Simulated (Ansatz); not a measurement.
# C2H4ClF3: the cost of one run

Computed with Ansatz 0.2.0 (the levels named in each step, unless a step's input says otherwise).

## Step 1: The system as given

Bond lengths: F1–C2 1.353 Å, C2–Cl3 1.775 Å, F4–C5 1.349 Å, C5–F6 1.343 Å, C2–H7 1.093 Å, C2–H8 1.093 Å, C5–H9 1.098 Å, C5–H10 1.098 Å. Angles: F1–C2–Cl3 109.5°, F1–C2–H7 108.2°, F1–C2–H8 108.2°, Cl3–C2–H7 108.9°, Cl3–C2–H8 108.9°, H7–C2–H8 113.2°, F4–C5–F6 107.9°, F4–C5–H9 108.6°, F4–C5–H10 108.7°, F6–C5–H9 109.0°, F6–C5–H10 109.1°, H9–C5–H10 113.4°.

Structure file:

```xyz
10

F    -0.2087   -0.3683   -1.7946
C     1.0992   -0.4610   -1.4600
Cl    1.6385    1.0730   -0.7477
F    -0.3814   -0.9560    1.3349
C    -1.3296   -0.0018    1.2395
F    -2.3364   -0.3365    2.0637
H     1.2055   -1.2535   -0.7146
H     1.6718   -0.6478   -2.3716
H    -0.9004    0.9535    1.5704
H    -1.7032    0.0221    0.2076
```

## Step 2: A rough first relaxation, PBE-D4/def2-SVP

This run stands in another session on the same molecule. It ended at:

```xyz
10

F    -0.2840   -0.4575   -1.9150
C     0.9929   -0.4667   -1.4350
Cl    1.4364    1.1507   -0.7917
F    -0.3162   -1.0233    1.3324
C    -1.2277   -0.0032    1.2340
F    -2.3738   -0.3754    1.8607
H     1.0671   -1.1807   -0.5926
H     1.6990   -0.6973   -2.2579
H    -0.8059    0.8975    1.7370
H    -1.4327    0.1798    0.1559
```

## Step 3: Relaxation, HF/STO-3G

File input.yaml:

```yaml
crystal:
  periodic: [false, false, false]
  atoms:
    - { symbol: F, position_ang: [-0.28398979, -0.45749505, -1.91497] }
    - { symbol: C, position_ang: [0.99286179, -0.46667274, -1.43502186] }
    - { symbol: Cl, position_ang: [1.43644633, 1.15068307, -0.79174297] }
    - { symbol: F, position_ang: [-0.31620069, -1.02332155, 1.332444] }
    - { symbol: C, position_ang: [-1.22767545, -0.00318441, 1.23396141] }
    - { symbol: F, position_ang: [-2.37376771, -0.37543748, 1.86068272] }
    - { symbol: H, position_ang: [1.06709719, -1.18072519, -0.5925901] }
    - { symbol: H, position_ang: [1.69902155, -0.69725389, -2.2579239] }
    - { symbol: H, position_ang: [-0.80589833, 0.89749141, 1.73696341] }
    - { symbol: H, position_ang: [-1.43265488, 0.17983584, 0.15589728] }
basis:
  gaussian: { orbitals: STO-3G }
hamiltonian:
  xc: hf
relax:
  f_tol: 0.002
  max_steps: 150
```

Command:

```
ansatz run input.yaml --threads 4 --pin off --max-ram 10240MiB --backend cpu --events-out ev --progress --plain --runs-dir out
```

**Question.** How long does this run take on 4 threads of Intel Xeon Platinum 8488C (Sapphire Rapids), shared host, and how much memory does it need?

About 17 s, with a peak of 0.13 GiB.
